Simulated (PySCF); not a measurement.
H₃PS.
InChI=1S/H3PS/c1-2/h1H3

Method: EOM-IP-CCSD/aug-cc-pVDZ in PySCF, restricted Hartree–Fock reference, 10 core orbitals frozen, non-relativistic, gas phase, PBE0-D3(BJ)/def2-SVP geometry.

Hartree–Fock orbital energies give these Koopmans values (eV): HOMO/HOMO-1 9.55, HOMO-2 13.68, HOMO-3/HOMO-4 16.06.

What vertical ionisation energies does EOM-IP-CCSD give?

```
leading hole (HF orbital)  Koopmans (eV)  EOM-IP-CCSD (eV)  change (eV)  one-hole share
              HOMO/HOMO-1           9.55              9.13        -0.42            0.95
                   HOMO-2          13.68             12.94        -0.74            0.94
            HOMO-3/HOMO-4          16.06             15.01        -1.05            0.92
```

Does the order of the lines follow the orbital energies?

Yes, no two lines change places. The corrections run from -1.05 to -0.42 eV, with a mean of -0.74 eV over the 3 lines; no line lies above its Koopmans value.

At what kinetic energies would He I light (21.22 eV) eject these electrons?

12.09 eV (HOMO/HOMO-1), 8.28 eV (HOMO-2), 6.21 eV (HOMO-3/HOMO-4).

What total energy has the lowest final state, and which wavelength reaches it?

E(CCSD) + ionisation energy = -740.32333 + 0.33539 = -739.98794 Eh, at the geometry of the initial state. The threshold wavelength is 1239.84 eV nm/9.13 eV = 135.8 nm.

One root was sought for each valence orbital with −ε under 21 eV, eight at most, so deeper holes and satellites are missing; no vibrational structure.
